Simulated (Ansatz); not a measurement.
Input for Ansatz (development build ahead of 0.2.0):

```yaml
crystal:
  periodic: [false, false, false]
  atoms:
    - { symbol: C, position_ang: [-0.2284, 0.279, -0.3333] }
    - { symbol: H, position_ang: [-1.3257, 0.3469, -0.4387] }
    - { symbol: H, position_ang: [0.2917, 0.9161, -1.0706] }
    - { symbol: F, position_ang: [0.15, -0.9979, -0.5149] }
    - { symbol: F, position_ang: [0.1171, 0.6716, 0.9048] }
basis:
  gaussian: { orbitals: def2-SVP }
magnetization:
  spin_polarized: true
  initial_magnetization: 2
hamiltonian:
  xc: hf
correlation:
  method: mp2
  frozen_orbitals: { C: 1, F: 1, H: 0 }
output:
  forces: true
```

The input is written out in the form of the current development build from the run's settings.

The run gave:

```
Converged                       : yes
Reference energy                : -237.31795 hartree
Correlation energy              : -0.51153 hartree
Total energy                    : -237.82948 hartree
Spin squared of the determinant : 2.009
Stability test                  : minimum
```

Forces (eV/Å):
| atom | Fx | Fy | Fz |
| --- | --- | --- | --- |
| C1 | -1.725 | -7.606 | 8.903 |
| H2 | -1.873 | 0.700 | -0.867 |
| H3 | 3.852 | 4.483 | -5.184 |
| F4 | -0.153 | 2.500 | -0.332 |
| F5 | -0.102 | -0.077 | -2.520 |

Caution: another spin multiplicity may lie lower; MP2 forces lie far from those of the mean fields; the determinant breaks the point group.
